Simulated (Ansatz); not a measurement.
**1,2-shift**

Start structure (C$_{2}$H$_{3}$F, singlet), relaxed at PBE0-D4/def2-TZVP:

H1  (0.257, -1.063, 0.667)
C2  (0.301, -0.029, 0.289)
C3  (-0.241, -0.142, -1.081)
F4  (-1.443, 0.393, -1.077)
H5  (1.367, 0.203, 0.234)
H6  (-0.240, 0.637, 0.968)
(Å)

The step: C₂H₃F ([CH3][C][F]) → C₂H₃F (C=CF); bonds formed: H1–C3; bonds broken: H1–C2. Program: Ansatz 0.2.0. Basis: def2-TZVPP and def2-QZVPP. Cores are frozen in the correlated methods. Extrapolation: Hartree–Fock as exp(−7.88 √X), correlation as X^−2.97. Energies below are by CCSD(T) at an estimated basis limit (MP2 extrapolated from triple and quadruple zeta, plus CCSD(T) − MP2 in triple zeta).

Question: What are the electronic barrier and the energy of the step, from the start structure to the end structure? (An estimate is asked for; the value comes from the calculation.)

Answer: The calculation gives: Barrier 0.760 eV; step energy -2.307 eV (downhill); reverse barrier, their difference, 3.067 eV. Barrier and step energy count from the start structure, the reverse barrier from the end structure.

The saddle point: One imaginary mode of 1284i cm⁻¹.
```csv
pair,start (Å),saddle (Å),end (Å)
H1–C3,2.04,1.29,1.08
H1–C2,1.10,1.34,2.14
```

Zero-point energy (harmonic, PBE0-D4): ZPE is 1.118 eV at the start and 1.053 eV at the saddle, so the barrier goes from 0.760 to 0.695 eV.

First-order rate constant out of the start structure at 898 K by transition-state theory, with harmonic vibrational free energies alone and no tunnelling: ΔA‡ = 0.837 eV, so k = (kB T/h) exp(−ΔA‡/kB T) ≈ 10^9 s⁻¹ (an order of magnitude at best: rotation, the number of equivalent paths and anharmonicity are left out).

The T1 diagnostic stays at or below 0.018. The restricted Hartree–Fock reference is unstable towards an unrestricted one at one or more of these structures.

Labels in which every atom is bracketed show which atoms are joined, not bond orders.

For scale, one of the runs: CCSD(T)/def2-TZVPP, 135 basis functions, launched by `ansatz run in.yaml --threads 2 --pin off --events-out ev --progress --plain --max-ram 4352MiB`. Hardware: 2 CPU threads of an Arm Neoverse V1, shared host. Wall time 11 s; peak host memory 0.73 GiB.
